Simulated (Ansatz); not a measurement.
# CH5B (triplet): the correlation ladder at distance B1–H4 along a hydrogen transfer = 1.110 Å, cc-pVDZ

One table from this session's results is given with a row withheld; the runs are named, their logs left out.

Program: Ansatz 0.2.0, Gaussian basis. Level of theory: cc-pVDZ, core rule «outside noble gas», up to 2 orbitals frozen. These are calculated values, not measurements.

Plan: UHF; CCSD(T) on ROHF; CCSD(T) on UHF; BCCD(T) on ROHF; CISD; CCSDT(Q) on ROHF; CCSDT(Q) on UHF; CASSCF and NEVPT2, 4 electrons in 4 orbitals.

7 further runs of the same task are left out: 6 that didn't finish, 1 set aside as unsound or not needed.

### The system

The geometry derives from fragments relaxed apart (PBE0/def2-TZVP) and kept rigid, so it is no stationary point. A hydrogen atom is moved between rigid fragments.

7 atoms, charge 0, spin multiplicity 3.

Atoms are counted from 1 here; the program's logs count them from 0.

Bond lengths: B1–H2 1.193 Å, B1–H3 1.193 Å, B1–H4 1.110 Å, C5–H6 1.079 Å, C5–H7 1.079 Å. Angles: H2–B1–H3 120.0°, H2–B1–H4 120.0°, H3–B1–H4 120.0°, H6–C5–H7 134.8°.

As a file:

```
B    -1.5151    0.0000    0.0000
H    -2.1119    1.0336    0.0000
H    -2.1119   -1.0336    0.0000
H    -0.4051    0.0000    0.0000
C     1.4409    0.0000    0.0000
H     1.8553    0.0000    0.9962
H     1.8553    0.0000   -0.9962
```

The first run:

The input, in.yaml:

```yaml
crystal:
  periodic: [false, false, false]
  atoms:
    - {symbol: B, position_ang: [-1.515141, 0.000000, 0.000000]}
    - {symbol: H, position_ang: [-2.111875, 1.033571, 0.000000]}
    - {symbol: H, position_ang: [-2.111875, -1.033571, 0.000000]}
    - {symbol: H, position_ang: [-0.405141, 0.000000, 0.000000]}
    - {symbol: C, position_ang: [1.440859, 0.000000, 0.000000]}
    - {symbol: H, position_ang: [1.855327, 0.000000, 0.996161]}
    - {symbol: H, position_ang: [1.855327, 0.000000, -0.996161]}
basis:
  gaussian: {orbitals: cc-pVDZ}
magnetization: {spin_polarized: true, initial_magnetization: 2}
hamiltonian: {xc: hf}
output: {orbitals: {seedname: orbitals}}
```

Run with:

```bash
$ ansatz run in.yaml --threads 1 --pin off --events-out ev --progress --plain --max-ram 2393MiB
```

Steps of the session up to this table: UHF; CCSD(T) on ROHF; CCSD(T) on UHF; BCCD(T) on ROHF; CISD; CCSDT(Q) on ROHF; CCSDT(Q) on UHF; CASSCF and NEVPT2, 4 electrons in 4 orbitals.

One table of the session follows, with a row left open; its other results are not shown here.

| method | from UCCSDT(Q) (kJ/mol) |
| --- | --- |
| ROHF | +643.0 |
| UHF | +626.9 |
| RMP2 | +129.1 |
| UMP2 | +127.8 |
| CISD | +57.5 |
| RCCSD | +12.6 |
| UCCSD | +12.3 |
| RCCSD(T) | +2.5 |
| UCCSD(T) | +2.4 |
| BCCD(T) | +2.5 |
| RCCSDT | ? |
| UCCSDT | +0.3 |
| RCCSDT(Q) | +0.1 |
| UCCSDT(Q) | 0 |
| CASSCF pair | +597.7 |
| NEVPT2 pair | +128.8 |

Q: Estimate the row for RCCSDT from the others.

**Answer.** from UCCSDT(Q) (kJ/mol): +0.4. In the column «from UCCSDT(Q) (kJ/mol)» it lies between UCCSDT (+0.3) and UCCSD(T) (+2.4).

To keep in mind: Restricted and unrestricted rows rest on different reference determinants; where their highest levels disagree by more than a few hundredths of an eV, they describe different states and don't form one ladder.
